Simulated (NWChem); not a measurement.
Species: CHO cation

```xyz
3

C      0.0000     0.0000    -0.5086
O      0.0000     0.0000     0.5958
H      0.0000     0.0000    -1.6198
```
Atoms are numbered in this order, from 1.

Results from NWChem. Pople sets run with spherical d functions. STO-3G and 3-21G are far too small for this property and stand as cheap habits. Structure relaxed at the PBE0/def2-SVP level. Vertical excitations in the gas phase; the lowest state need not have the same character in each row.

Task: Order these runs by computing time, cheapest first, and give rough ratios: CAM-B3LYP/def2-TZVP, TDA; CAM-B3LYP/3-21G, TDA; CAM-B3LYP/6-31+G*, TDA.

Result: CAM-B3LYP/3-21G, TDA (1), CAM-B3LYP/6-31+G*, TDA (4), CAM-B3LYP/def2-TZVP, TDA (20). Ratios are rough, from one shared machine; the cheapest took around 4 core-seconds (rough). What differs between the cheapest and the dearest: lowest excitation, singlet (eV) 9.72 → 9.46; orbital gap (eV) 15.94 → 15.56.
